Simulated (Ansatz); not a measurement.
Reaction (SMILES): P#P (P2) → 2 P atom
B3LYP-D3(BJ)/def2-TZVP geometries, fixed; electronic energies without zero-point terms.
Largest species:
```
P
P 1 1.8895
```

Basis-set convergence of the atomisation energy at CCSD(T) with Ansatz (a first-principles code). Cartesian d functions, on some or all atoms, in 6-31+G*, 6-311G**; all else is spherical. Cores are frozen. A restricted Hartree-Fock determinant is unstable towards unrestricted orbitals. Open shells are unrestricted. No added dispersion term, no relativity. Functions are those of the species that has most. Reference: Hartree-Fock in aug-cc-pV(Q+d)Z plus the correlation part extrapolated as X^-3 from aug-cc-pV(T+d)Z and aug-cc-pV(Q+d)Z, 116.08 kcal/mol, itself unsure by roughly 1.37 kcal/mol (a third of the extrapolation step and of the last Hartree-Fock step). Deviations are taken from unrounded values.

```
basis            functions  atomisation energy (kcal/mol)  minus reference (kcal/mol)
---------------  ---------  -----------------------------  --------------------------
3-21G                   26                          55.24                      -60.84
def2-SVP                36                          92.64                      -23.44
pcseg-1                 36                          90.88                      -25.20
6-31+G*                 46                          90.80                      -25.28
def2-SVPD               48                          93.58                      -22.49
6-311G**                54                          90.98                      -25.09
aug-pcseg-1             54                          92.39                      -23.68
def2-TZVP               74                         104.61                      -11.46
def2-TZVPP              84                         105.33                      -10.75
aug-pcseg-2            100                         106.21                       -9.87
aug-cc-pV(T+d)Z        110                         106.84                       -9.24
pcseg-3                128                         110.45                       -5.63
cc-pV(5+d)Z            200                         113.67                       -2.40
```
